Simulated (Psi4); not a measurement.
# AlBH4O (SMILES B[O][AlH2]) at OMP2/cc-pVDZ-DK (DKH3, density fitting, density fitting for correlation)

What is the energy change on altering one bond length of AlBH4O at OMP2/cc-pVDZ-DK (DKH3, density fitting, density fitting for correlation)? 

The results are computed with Psi4 1.11.

1 further run of the same task is left out (it didn't finish).

### 1 The molecule

AlBH4O has 7 atoms, charge 0, and is taken as a singlet. SMILES: `B[O][AlH2]`. Geometry: a GFN2-xTB relaxation, a rough one for these elements and not checked as a minimum.

Bond lengths: B1–O2 1.337 Å, O2–Al3 1.663 Å, B1–H4 1.177 Å, B1–H5 1.177 Å, Al3–H6 1.534 Å, Al3–H7 1.534 Å. Angles: B1–O2–Al3 179.9°, O2–B1–H4 119.6°, O2–B1–H5 119.5°, O2–Al3–H6 118.9°, O2–Al3–H7 118.9°, H4–B1–H5 120.9°, H6–Al3–H7 122.3°.

### 2 A single-point energy at OMP2/cc-pVDZ-DK (DKH3, density fitting, density fitting for correlation)

input.dat reads:

```
memory 1600 mb

molecule {
  0 1
  B     -1.239790     0.460500    -0.755050
  O     -0.151010     0.055000    -0.092790
  Al     1.203290    -0.447170     0.732080
  H     -1.722060    -0.243360    -1.565440
  H     -1.702020     1.516540    -0.519180
  H      1.819640     0.486770     1.781480
  H      1.791950    -1.828280     0.418900
}

set {
  basis        cc-pVDZ-DK
  scf_type     df
  mp2_type     df
  relativistic dkh
  dkh_order    3
}

e = energy("omp2")
print_variables()
```

Launch:

```sh
psi4 input.dat output.dat -n 1
```

output.dat:

```text
[...]
  Running in c1 symmetry.
[...]
  Nuclear repulsion =   86.754310919700998
[...]
  Multiplicity = 1
[...]
  Nalpha       = 15
  Nbeta        = 15
[...]
    Number of basis functions: 66
[...]
   @DF-RHF iter   1:  -344.27776539575734   -1.13174e+00   6.71146e-03 DIIS/ADIIS
[...]
   @DF-RHF iter  10:  -344.35564426001213   -1.64846e-12   2.90682e-09 DIIS
[...]
    Orbital Energies [Eh]
    ---------------------
    Doubly Occupied:
       1A    -58.612837     2A    -20.564457     3A     -7.626329
       4A     -4.928598     5A     -3.224031     6A     -3.223394
       7A     -3.220839     8A     -1.335553     9A     -0.757683
      10A     -0.598181    11A     -0.592745    12A     -0.537709
      13A     -0.526048    14A     -0.452318    15A     -0.409177
[...]
  @DF-RHF Final Energy:  -344.35564426001213
   => Energetics <=
    Nuclear Repulsion Energy =             86.7543109197009983
    One-Electron Energy =                -649.0001112893173740
    Two-Electron Energy =                 217.8901561096042485
    Total Energy =                       -344.3556442600121272
[...]
 Multipole Moments:
 ------------------------------------------------------------------------------------
     Multipole            Electronic (a.u.)      Nuclear  (a.u.)        Total (a.u.)
 ------------------------------------------------------------------------------------
 L = 1.  Multiply by 2.5417464519 to convert [e a0] to [Debye]
 Dipole X            :          0.5625484           -0.2943533            0.2681950
 Dipole Y            :         -0.2108768            0.1114919           -0.0993848
 Dipole Z            :          0.3377537           -0.1760965            0.1616572
 Magnitude           :                                                    0.3285406
[...]
	Warning: cc_lambda option is changed to TRUE
	For this residual convergence, default PCG convergence is:     1.00e-07
[...]
	DF-MP2 Total Energy (a.u.)         :  -344.69779760374746
[...]
	DF-MP2 Total Energy (a.u.)         :  -344.70218387266038
[...]
	DF-OMP2 Total Energy (a.u.)        :  -344.70218387009930
[...]
```

Wall time 4.2 s (1 thread of Intel Xeon 6975P-C (Granite Rapids), shared host); peak memory 0.3 GiB.

### 3 The distorted shape

run.py reads:

```python
import psi4

psi4.set_memory('1600 MB')
psi4.set_num_threads(1)
psi4.core.set_output_file('run.log', False)

molecule = psi4.geometry("""
0 1
B     -1.510639     0.560930    -0.920018
O     -0.421859     0.155430    -0.257758
Al     1.203290    -0.447170     0.732080
H     -1.992909    -0.142930    -1.730408
H     -1.972869     1.616970    -0.684148
H      1.819640     0.486770     1.781480
H      1.791950    -1.828280     0.418900
""")

options = {'basis': 'cc-pVDZ-DK', 'reference': 'rhf', 'scf_type': 'df', 'mp2_type': 'df', 'relativistic': 'dkh', 'dkh_order': 3}
psi4.set_options(options)

e, wfn = psi4.energy("omp2", molecule=molecule, return_wfn=True)
print(f'omp2 energy: {e:.10f} Eh')
```

Launch:

```sh
python run.py
```

run.log:

```text
[...]
  Running in c1 symmetry.
[...]
  Nuclear repulsion =   79.378706688108380
[...]
  Multiplicity = 1
[...]
  Nalpha       = 15
  Nbeta        = 15
[...]
    Number of basis functions: 66
[...]
   @DF-RHF iter   1:  -344.24863259606013   -1.33324e+00   6.64248e-03 DIIS/ADIIS
[...]
   @DF-RHF iter  10:  -344.33063850555374   -1.93268e-12   3.69243e-09 DIIS
[...]
    Orbital Energies [Eh]
    ---------------------
    Doubly Occupied:
       1A    -58.662080     2A    -20.541530     3A     -7.598852
       4A     -4.968267     5A     -3.264622     6A     -3.261488
       7A     -3.260693     8A     -1.277101     9A     -0.694639
      10A     -0.582816    11A     -0.552064    12A     -0.534853
      13A     -0.484749    14A     -0.464916    15A     -0.386380
[...]
  @DF-RHF Final Energy:  -344.33063850555374
   => Energetics <=
    Nuclear Repulsion Energy =             79.3787066881083803
    One-Electron Energy =                -634.3485908566248099
    Two-Electron Energy =                 210.6392456629626508
    Total Energy =                       -344.3306385055537362
[...]
 Multipole Moments:
 ------------------------------------------------------------------------------------
     Multipole            Electronic (a.u.)      Nuclear  (a.u.)        Total (a.u.)
 ------------------------------------------------------------------------------------
 L = 1.  Multiply by 2.5417464519 to convert [e a0] to [Debye]
 Dipole X            :          1.2623785           -0.2913519            0.9710266
 Dipole Y            :         -0.4705971            0.1103790           -0.3602181
 Dipole Z            :          0.7639862           -0.1742684            0.5897178
 Magnitude           :                                                    1.1918124
[...]
	Warning: cc_lambda option is changed to TRUE
	For this residual convergence, default PCG convergence is:     1.00e-07
[...]
	DF-MP2 Total Energy (a.u.)         :  -344.68051471802869
[...]
	DF-MP2 Total Energy (a.u.)         :  -344.68624227236552
[...]
	DF-OMP2 Total Energy (a.u.)        :  -344.68624227278553
[...]
```

On the terminal:

```text
omp2 energy: -344.6862422728 Eh
```

It took 4.8 s on 1 thread of Intel Xeon 6975P-C (Granite Rapids), shared host; peak memory 0.3 GiB.

### 4 Results

At OMP2/cc-pVDZ-DK (DKH3, density fitting, density fitting for correlation):

| quantity | value |
| --- | --- |
| first shape: total energy | -344.70218 Eh |
| first shape: HOMO energy (Hartree–Fock orbitals) | -11.13 eV |
| first shape: LUMO energy (Hartree–Fock orbitals) | 1.41 eV |
| first shape: HOMO–LUMO gap (Hartree–Fock orbitals) | 12.55 eV |
| first shape: correlation energy | -346.5 mEh |
| distorted shape: total energy | -344.68624 Eh |
| distorted shape: HOMO energy (Hartree–Fock orbitals) | -10.51 eV |
| distorted shape: LUMO energy (Hartree–Fock orbitals) | 0.82 eV |
| distorted shape: HOMO–LUMO gap (Hartree–Fock orbitals) | 11.34 eV |
| distorted shape: correlation energy | -355.6 mEh |
| energy change with the O2–Al3 bond stretched from 1.663 to 1.996 Å | 0.434 eV |

What this shows: With the O2–Al3 bond stretched from 1.663 to 1.996 Å the energy rises by 0.43 eV (41.9 kJ/mol). The first shape isn't relaxed at this level, so the change isn't measured from a minimum.
